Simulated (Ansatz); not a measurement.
Gas-phase reaction in SMILES: [SiH3] (SiH3) -> [SiH3] (SiH3) as singlet, charge +1 + e-
Each molecule is optimised on its own at B3LYP-D3(BJ)/def2-TZVP (Ansatz, a first-principles code).

Wanted: adiabatic ionisation energy (electronic energy difference), in eV. Cores are frozen in the correlated levels unless marked. Open shells are spin-unrestricted. Spin-orbit coupling is left out. No relativistic terms. CBS(X,Y): correlation extrapolated as X^-3; Hartree-Fock from the larger set. The bracket is a focal-point correction in the basis named.

```csv
level,program,adiabatic ionisation energy (eV)
HF/6-31G,Ansatz,7.63
PBE-D3(BJ)/def2-TZVPD,Ansatz + dftd3,8.20
SCS-MP2/6-31G*,Ansatz,7.64
CCSD(T)/STO-3G,Ansatz,5.00
CCSD(T)/def2-TZVPP,Ansatz,8.04
"RI-MP2/CBS(aug-cc-pV(T+d)Z,aug-cc-pV(Q+d)Z)+[CCSD(T)-MP2]/aug-cc-pV(T+d)Z",Ansatz,8.09
"CCSD(T)/CBS(def2-TZVPPD,def2-QZVPPD)",Ansatz,8.09
```
